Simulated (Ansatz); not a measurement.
Isolated molecules relaxed with PBE0-D4/def2-TZVP in Ansatz; ΔE leaves out vibrations. CCSD(T)/CBS adds triple-zeta CCSD(T) − MP2 to the extrapolated MP2 energy (def2 sets, frozen cores). This one scheme is used for every species, atoms too. DFT in def2-TZVPP. Open shells (•) are unrestricted, without spin–orbit coupling. Spin–orbit coupling would lower the free atoms: a little for C, F.

Consider the atomization: `CC(F)(F)F` → 2 C• + 3 F• + 3 H•.

```json
{"species": "`CC(F)(F)F`", "r2SCAN0-D4 energy (Eh)": "-377.52074"}
{"species": "C•", "r2SCAN0-D4 energy (Eh)": "-37.83406"}
{"species": "F•", "r2SCAN0-D4 energy (Eh)": "-99.72093"}
{"species": "H•", "r2SCAN0-D4 energy (Eh)": "-0.49987"}
```

Q: Work out ΔE.

A: ΔE = 3 × (-99.72093) + 3 × (-0.49987) + 2 × (-37.83406) − (-377.52074) = 1.19022 Eh = +3124.9 kJ/mol. CCSD(T)/CBS gives +3181.8 kJ/mol.

Largest T1 diagnostic among the species: 0.011.

The D4 term adds +16.5 kJ/mol with B3LYP and +8.5 kJ/mol with PBE0; it sums over pairs of atoms, weighted by their polarisabilities, and B3LYP, whose exchange is more repulsive, gets the larger term. From r2SCAN to r2SCAN0 (25 % exact exchange), in def2-TZVPP and without D4, ΔE moves by −78.4 kJ/mol: exact exchange takes away binding that semilocal exchange gives to molecules.

B3LYP here is the variant with VWN-RPA as its local correlation; programs differ in this.

For atomizations the MP2-based limit and the directly extrapolated one differ by several kJ/mol either way, and by 10 to 25 for some Ge, Se and Sn compounds, so smaller differences from it don't rank the levels.
